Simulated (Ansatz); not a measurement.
**A basis-limit estimate, worked out**

An elementary step of CH7OSi, doublet (CH₃O ([CH3][O]) + SiH₄ → CH₄O ([CH3][OH]) + SiH₃; bonds formed: H1–O3; bonds broken: H1–Si2). “Start” is the structure reached by relaxing down from the saddle towards the reactants; PBE0-D4/def2-TZVP structures. The saddle:

H1  (0.035, 0.084, -0.759)
Si2  (1.395, 0.865, -0.783)
O3  (-1.220, -0.629, -0.532)
C4  (-1.348, -0.847, 0.825)
H5  (2.465, -0.037, -1.281)
H6  (1.707, 1.303, 0.604)
H7  (1.259, 2.046, -1.672)
H8  (-1.391, 0.080, 1.414)
H9  (-0.581, -1.516, 1.236)
H10  (-2.320, -1.349, 0.947)
(Å)

Ansatz 0.2.0; basis: def2-TZVPP and def2-QZVPP; cores frozen in the correlated methods; orbitals are unrestricted.

Energies in eV:

| quantity | saddle | start |
| --- | --- | --- |
| Hartree–Fock, triple zeta (X = 3) | -11039.57006 | -11040.43472 |
| Hartree–Fock, quadruple zeta (X = 4) | -11039.97344 | -11040.83530 |
| MP2 correlation, X = 3 | -14.44980 | -13.99243 |
| MP2 correlation, X = 4 | -15.51704 | -15.04571 |
| CCSD(T) correlation, X = 3 | -16.51770 | -16.02504 |

Work out the barrier at the basis limit: extrapolate Hartree–Fock as E(X) = E∞ + A exp(−7.88 √X) and the MP2 correlation as E(X) = E∞ + B X^−2.97 (the exponents that Neese and Valeev fitted for def2-TZVPP and QZVPP), then add CCSD(T) − MP2 in triple zeta.

Each step is linear, so take the differences first (saddle − start): Hartree–Fock 0.86466 (X = 3) and 0.86186 (X = 4); MP2 correlation -0.45737 and -0.47133; CCSD(T) correlation -0.49266.
Two points give E∞ = E(4) + w [E(4) − E(3)], with w = 1/(exp(7.88 (2 − √3)) − 1) = 0.1377 for Hartree–Fock and w = 1/((4/3)^2.97 − 1) = 0.7407 for the correlation.
Hartree–Fock: 0.86186 + 0.1377 × (-0.00280) = 0.8615 eV.
MP2 correlation: -0.47133 + 0.7407 × (-0.01396) = -0.4817 eV.
CCSD(T) − MP2: -0.49266 − (-0.45737) = -0.0353 eV.
Sum: 0.8615 + (-0.4817) + (-0.0353) = 0.3445 eV, or 7.94 kcal/mol. Plain CCSD(T) in triple zeta gives 0.3720 eV, so the larger basis shifts the result by -0.0275 eV.

The T1 diagnostic stays at or below 0.022. ⟨S²⟩ of the unrestricted Hartree–Fock references: 0.75 to 0.77 (a pure state has 0.75).

Radical steps of this kind take place in plasma deposition and etching.

Labels in which every atom is bracketed show which atoms are joined, not bond orders.

For scale, one of the runs: CCSD(T)/def2-TZVPP, 202 basis functions, launched by `ansatz run in.yaml --threads 4 --pin off --events-out ev --progress --plain --max-ram 9574MiB`. Time: 110 s of wall clock on 4 CPU threads of an AMD EPYC 7R43; the host was shared. Peak host memory: 6.5 GiB.
